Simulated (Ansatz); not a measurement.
Consider the formal hydrolysis of a C–C bond: `CCC(O)=S` + H₂O → CH₃OH + `CC(O)=S`.

Gas-phase electronic energies from Ansatz, PBE0-D4/def2-TZVP geometries. CCSD(T)/CBS is the MP2 limit (def2-TZVPP, def2-QZVPP) plus CCSD(T) − MP2 in def2-TZVPP, frozen cores. This one scheme is used for every species. DFT in def2-TZVPP. Each species was taken in one conformer, which may not be the lowest.

CCSD(T)/CBS gives +0.37 eV.

(1) Another level gave +0.22 eV. Which?
A. HF/def2-TZVPP
B. MP2/def2-TZVPP
C. SCS-MP2/def2-TZVPP
D. PBE/def2-TZVPP

Largest T1 diagnostic among the species: 0.017.

Answers

(1) D. PBE 0.22, SCS-MP2/def2-TZVPP 0.33, MP2/def2-TZVPP 0.39, HF/def2-TZVPP 0.12 eV.

The D4 term adds +0.07 eV with B3LYP and +0.04 eV with PBE0; it sums over pairs of atoms, weighted by their polarisabilities, and B3LYP, whose exchange is more repulsive, gets the larger term. In def2-TZVPP, CCSD(T) changes the Hartree–Fock value by +0.22 eV (the triples alone add +0.02 eV) and MP2 by +0.28 eV.

B3LYP here is the variant with VWN-RPA as its local correlation; programs differ in this.
